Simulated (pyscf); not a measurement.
Four-centre exchange: H₃C–Ga(CH₃)–OH + H₂O -> CH₄ + H₃C–Ga(OH)–OH

Gas phase, singlet surface, charge 0. Bonds broken: C1–Ga2, O12–H13. Bonds formed: C1–H13, Ga2–O12. Single points on ωB97X-D3(BJ)/def2-SVP structures (PySCF, gas phase).

Transition state (Å):

```xyz
14

C      1.1712    -0.1662     0.2922
Ga    -0.8804     0.6295     0.2890
C     -2.0505    -0.2093    -1.0264
O     -1.2523     0.9979     2.0119
H      1.8093    -0.0296     1.1785
H      1.7948    -0.3446    -0.5981
H      0.6340    -1.1215     0.4558
H     -1.4994    -0.3892    -1.9620
H     -2.9080     0.4437    -1.2517
H     -2.4380    -1.1734    -0.6616
H     -2.0760     0.6376     2.3538
O      0.1711     2.1867    -0.2860
H      0.8581     1.1881    -0.0137
H      0.2324     2.8560     0.4104
```

One imaginary mode, 1430i cm⁻¹; descent along it reached the two sides named, in the forms told below.

```tsv
bond	change	reactant side (Å)	saddle	product side
C1–Ga2	breaks	1.965	2.201	3.2
O12–H13	breaks	0.966	1.242	2.521
C1–H13	forms	3.1	1.423	1.100
Ga2–O12	forms	2.182	1.965	1.788
```

Electronic energies relative to the separated reactants (kJ/mol):

```csv
level,barrier,reaction energy,reverse barrier
ωB97X-D3(BJ)/def2-TZVP,55.0,-83.0,138.0
PBE/def2-TZVP,46.0,-83.0,128.9
r²SCAN/def2-TZVP,38.5,-89.5,128.0
B3LYP-D3(BJ)/def2-TZVP,58.4,-87.5,145.9
PBE0-D3(BJ)/def2-TZVP,47.8,-80.1,127.8
M06-2X/def2-TZVP,42.1,-92.4,134.6
ωB97M-D3(BJ)/def2-TZVP,58.9,-83.3,142.2
HF/def2-TZVP,115.6,-98.9,214.5
```

With ωB97M-D3(BJ)/def2-TZVP energies and thermal terms (ideal gas, 1 atm, RRHO with modes under 100 cm⁻¹ raised to 100, one conformer, R ln 2 for chiral ones without a mode under 150 cm⁻¹), in kJ/mol:

```
T (K)   ΔH‡    ΔG‡     ΔH     ΔG
-----  ----  -----  -----  -----
298    51.3   96.8  -81.8  -76.8
600    52.4  142.7  -83.5  -70.9
900    55.3  187.3  -84.4  -64.4
1200   58.8  230.8  -84.7  -57.7
```

On the reactant side the descent ends in an adduct with a Ga–O contact, 65.8 kJ/mol under the separated species and 120.8 kJ/mol under the saddle at ωB97X-D3(BJ)/def2-TZVP. What is counted as formed (Ga–O) is already present as a longer contact in the reactant adduct; forming that adduct is a step of its own. One saddle was located; it need not be the lowest between these sides. Elements up to Kr have no core potential and no relativistic terms here.
